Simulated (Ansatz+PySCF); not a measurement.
The numbers below are computed, except where a source is named.
Input for Ansatz (development build ahead of 0.2.0):

```yaml
crystal:
  periodic: [false, false, false]
  atoms:
    - { symbol: Li, position_ang: [0.0, 0.0, -1.03406] }
    - { symbol: F, position_ang: [0.0, 0.0, 0.34469] }
basis:
  gaussian: { orbitals: STO-3G }
magnetization:
  spin_polarized: true
hamiltonian:
  xc: hf
correlation:
  method: mp2
  frozen_orbitals: { F: 1, Li: 0 }
scf:
  omitted_lower_state_checks: [stability, starts, atomic_configurations, cluster_reference, orbital_swaps, given_window_search, neighbouring_geometries, increment]
```

The input is written out in the form of the current development build from the run's settings.

Output:

```
Converged                                                          : yes
Reference energy                                                   : -105.37259 hartree
Correlation energy                                                 : -0.05395 hartree
Total energy                                                       : -105.42654 hartree
Spin squared of the determinant                                    : 0.000
Occupied orbitals by symmetry in an Abelian subgroup (alpha; beta) : 4 A1 1 B1 1 B2; 4 A1 1 B1 1 B2
```

Caution: large share of triples, a single reference is doubtful.
